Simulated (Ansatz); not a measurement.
**CH3+ (singlet): wave-function methods side by side at a displaced geometry (v2), cc-pVTZ**

An exercise on one series of results from a longer session: the logs are not shown, and one member is left open.

Method: cc-pVTZ, core rule «outside noble gas», up to 1 orbitals frozen; program: Ansatz 0.2.0, Gaussian basis.

Plan: UHF; CCSD(T) on RHF; BCCD(T) on RHF; CCSDT(Q) on RHF; CASSCF and MRCISD+Q, 6 electrons in 7 orbitals; CASSCF and NEVPT2, 6 electrons in 7 orbitals.

15 further runs of the same task are left out: 7 that didn't finish, 8 set aside as unsound or not needed.

## The geometry

The geometry is a PBE0/def2-TZVP stationary point (not a proven minimum) with its atoms shifted at random (size 0.100 Å).

4 atoms, charge 1, spin multiplicity 1.

Atoms are counted from 1 here; the program's logs count them from 0.

Bond lengths: C1–H2 0.929 Å, C1–H3 1.121 Å, C1–H4 1.166 Å. Angles: H2–C1–H3 123.9°, H2–C1–H4 118.9°, H3–C1–H4 117.2°.

The first run:

Input file in.yaml:

```yaml
crystal:
  periodic: [false, false, false]
  atoms:
    - {symbol: C, position_ang: [0.017315, 0.006369, -0.002456]}
    - {symbol: H, position_ang: [0.945593, 0.028640, 0.008905]}
    - {symbol: H, position_ang: [-0.629551, 0.922063, -0.001845]}
    - {symbol: H, position_ang: [-0.522370, -1.026593, 0.022207]}
basis:
  gaussian: {orbitals: cc-pVTZ}
total_charge: 1
magnetization: {spin_polarized: true, initial_magnetization: 0}
hamiltonian: {xc: hf}
output: {orbitals: {seedname: orbitals}}
```

The run is started by

```bash
> ansatz run in.yaml --threads 1 --pin off --events-out ev --progress --plain --max-ram 2393MiB
```

Among the steps run: UHF; CCSD(T) on RHF; BCCD(T) on RHF; CCSDT(Q) on RHF; CASSCF and MRCISD+Q, 6 electrons in 7 orbitals; CASSCF and NEVPT2, 6 electrons in 7 orbitals.

One of the session's tables, all rows but one given; the rest of the session is left out.

```
          method  from RCCSDT(Q) (kJ/mol)
             RHF                        ?
            RMP2                    +66.4
           RCCSD                     +9.0
        RCCSD(T)                     +1.2
         BCCD(T)                     +1.2
          RCCSDT                     +0.1
       RCCSDT(Q)                        0
  CASSCF valence                   +237.0
  NEVPT2 valence                    +63.2
  MRCISD valence                     +8.9
MRCISD+Q valence                     +2.4
```

Q: Estimate the row for RHF from the others.

As computed: from RCCSDT(Q) (kJ/mol): +412.5. In the column «from RCCSDT(Q) (kJ/mol)» it is the highest.
